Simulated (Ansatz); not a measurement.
1T (CdI2-type) SnSe2 was calculated with PBEsol in Ansatz (PAW).

Numerical settings: plane-wave cutoff 520 eV, 12×12×6 k mesh (along the axes of the cell as run), perturbation theory, force constants from a 6×6×2 q mesh, scalar-relativistic PAW data made under PBE.

**Question.** Estimate the zero-point energy that the calculation returns.

**Answer.** 
- zero-point energy = 0.024 eV/atom

Note: the cell comes from a level without a dispersion term, which matters for the spacing of layers, chains or molecules.

Spin–orbit coupling is not included.

Cost on a shared machine: roughly 110 core-minutes.

Ansatz is an electronic-structure program.
